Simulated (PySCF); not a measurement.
# Electron affinity of Si by level of theory

Si⁻ [Ne] 3s2 3p3 (4S) → Si [Ne] 3s2 3p2 (3P), as a difference of total energies. Calculation: PySCF 2.14, in aug-cc-pCVQZ-DK; scalar relativity by spin-free X2C-1e. Correlated levels: valence: [Ne] frozen; valence and next inner shell: 1s2 frozen; nothing frozen. The calculations carry no spin-orbit coupling.

```
                                method  electron affinity (eV)
                                   UHF                   0.840
                                   LDA                   1.587
                                  PBE0                   1.449
                                r2SCAN                   1.526
                                   M06                   1.234
                                  TPSS                   1.426
                               r2SCAN0                   1.486
                     SCS-MP2 (valence)                   1.216
    MP2 (valence and next inner shell)                   1.393
SCS-MP2 (valence and next inner shell)                   1.212
                   MP2 (all electrons)                   1.394
               SCS-MP2 (all electrons)                   1.212
```

Question: Estimate what PBE gives.

Answer: 1.488 eV, closest to r2SCAN0 among the rows shown.

Question: Estimate what MP2 (valence) gives.

Answer: 1.400 eV, closest to MP2 (all electrons) among the rows shown.

A first-order spin-orbit estimate (lowest level to lowest level, LS coupling) adds -0.016 eV.

In the anion the highest occupied orbital energy is positive at LDA, PBE, PBE0, r2SCAN, M06, TPSS, r2SCAN0, a self-interaction effect; the basis confines that electron, and the energy difference can still be sensible.

For comparison: 1.390 eV (measured; photodetachment measurements, as compiled on the Wikipedia data page of electron affinities).
